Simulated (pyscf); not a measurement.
Structures and frequencies: ωB97X-D3(BJ)/def2-SVP in PySCF.

For H₂N–GeH₂• + H₂ → GeH₃• + NH₃, a four-centre exchange (doublet surface; Ge–N, H–H broken, Ge–H, H–N formed), PBE/def2-TZVP gives ΔE‡ = 126.4 kJ/mol and ΔE = -5.6 kJ/mol (zero: the separated reactants). In which direction and how far do r²SCAN/def2-TZVP, B3LYP-D3(BJ)/def2-TZVP, ωB97M-D3(BJ)/def2-TZVP move these?

r²SCAN: ΔE‡ = 140.3 kJ/mol, ΔE = -5.6 kJ/mol; B3LYP-D3(BJ): ΔE‡ = 146.5 kJ/mol, ΔE = -5.0 kJ/mol; ωB97M-D3(BJ): ΔE‡ = 151.3 kJ/mol, ΔE = -13.0 kJ/mol. PBE's barrier lies under all of them, by 13.9 to 24.9 kJ/mol. Its reaction energy matches one of them and lies within 7.4 kJ/mol of the others. Low barriers are usual for a GGA, whose delocalisation error favours stretched bonds. One saddle was located; it need not be the lowest between these sides. Elements up to Kr have no core potential and no relativistic terms here.
